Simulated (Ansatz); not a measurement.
Results of r²SCAN (PAW; Ansatz, a quantum-chemistry and plane-wave program) for litharge SnO.

Numerical settings: plane-wave cutoff 560 eV, 10×10×8 k mesh (along the axes of the cell as run), Fermi–Dirac smearing 0.01 eV, scalar-relativistic PAW data made under PBE.

Response to compression and expansion:

Shape and atoms are relaxed at each volume.

```csv
V (Å³/atom),P (GPa),direct gap at Γ (eV),smallest gap on the k mesh (eV),c (Å)
17.181,1.21,2.490,0.063,4.775
17.539,0.54,2.427,0.213,4.855
17.897,0.00,2.375,0.365,4.938
18.255,-0.40,2.333,0.517,5.025
18.613,-0.71,2.302,0.670,5.115
```

The fundamental gap (0.36 eV at the equilibrium volume, with added k points) lies elsewhere than Γ–Γ.

Note: the cell comes from a level without a dispersion term, which matters for the spacing of layers, chains or molecules; the bulk modulus comes from volumes at which shape and atoms were relaxed.

Spin–orbit coupling is not included.
